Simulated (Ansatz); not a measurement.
Reaction (SMILES): [N]=O (N-O) → NO+ (singlet, bonded as [N]=O) + e-
B3LYP-D3(BJ)/def2-TZVP geometries, fixed; electronic energies without zero-point terms.
Largest species:
```xyz
2

N      0.0000     0.0000    -0.6106
O      0.0000     0.0000     0.5343
```
Charge 0, spin multiplicity 2.

Effect of a fitting basis named in the input at wB97M-V/cc-pVTZ with Ansatz (a program for electronic structure), against the last row, where the adiabatic ionisation energy is 9.25 eV. Open shells are unrestricted. The default fits or decomposes integrals by the program's own choice; accuracy: high also tightens integrals, grids and stops.

```json
[
 {"setting": "fitting: def2-SV(P)-JKFIT", "largest shift of a total energy (mEh)": "-0.018", "shift of the adiabatic ionisation energy (eV)": "0.000"},
 {"setting": "fitting: def2-universal-JKFIT", "largest shift of a total energy (mEh)": "-0.018", "shift of the adiabatic ionisation energy (eV)": "0.000"},
 {"setting": "fitting: cc-pVTZ-JKFIT", "largest shift of a total energy (mEh)": "0.012", "shift of the adiabatic ionisation energy (eV)": "0.000"},
 {"setting": "fitting: cc-pVQZ-JKFIT", "largest shift of a total energy (mEh)": "-0.009", "shift of the adiabatic ionisation energy (eV)": "0.000"},
 {"setting": "fitting: cc-pV5Z-JKFIT", "largest shift of a total energy (mEh)": "-0.008", "shift of the adiabatic ionisation energy (eV)": "0.000"},
 {"setting": "accuracy: high", "largest shift of a total energy (mEh)": "-0.003", "shift of the adiabatic ionisation energy (eV)": "0.000"},
 {"setting": "accuracy: medium (default)", "largest shift of a total energy (mEh)": "0.000", "shift of the adiabatic ionisation energy (eV)": "0.000"}
]
```

Within 0.002 eV in the adiabatic ionisation energy: fitting: def2-SV(P)-JKFIT; fitting: def2-universal-JKFIT; fitting: cc-pVTZ-JKFIT; fitting: cc-pVQZ-JKFIT; fitting: cc-pV5Z-JKFIT; accuracy: high. The largest shift is 0.018 mEh in a total energy and 0.000 eV in the difference.
